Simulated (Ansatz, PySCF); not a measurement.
This PySCF input computes a PBE0/def2-TZVPD energy:

```python
from pyscf import gto, scf, dft

mol = gto.M(
    atom='''
    S     0.00079836    0.00101417    0.10422964
    H    -0.00010930    0.98195700   -0.84351873
    H    -0.01266448   -0.99818372   -0.82415549
    ''',
    basis='def2-tzvpd',
    charge=1,
    spin=1,
    verbose=4,
)

mf = dft.UKS(mol, xc='pbe0').density_fit(auxbasis='def2-universal-jkfit')
mf.grids.level = 3
mf.conv_tol = 1e-9
mf.max_cycle = 100
mf.max_memory = 1500
mf.kernel()
if not mf.converged:
    mf = mf.newton()
    mf.kernel(mf.make_rdm1())
for _ in range(2):
    mo, _, stable, _ = mf.stability(return_status=True)
    if stable:
        break
    mf.kernel(mf.make_rdm1(mo, mf.mo_occ))
mf.analyze()
```

### Question
Write an input for the same energy in Ansatz (an electronic-structure program) and say what it gives.

### Answer

Ansatz 0.2 input:
```yaml
crystal:
  periodic: [false, false, false]
  atoms:
    - {symbol: S, position_ang: [0.00079836, 0.00101417, 0.10422964]}
    - {symbol: H, position_ang: [-0.00010930, 0.98195700, -0.84351873]}
    - {symbol: H, position_ang: [-0.01266448, -0.99818372, -0.82415549]}
basis:
  gaussian:
    orbitals: def2-TZVPD
hamiltonian:
  xc: {name: PBE0}
total_charge: 1
magnetization: {spin_polarized: true, initial_magnetization: 1}
output: {forces: true}
```
It gives -398.88245 Eh, and PySCF -398.88248 Eh, a difference of 0.03 mEh, from the treatment of integrals and grids.
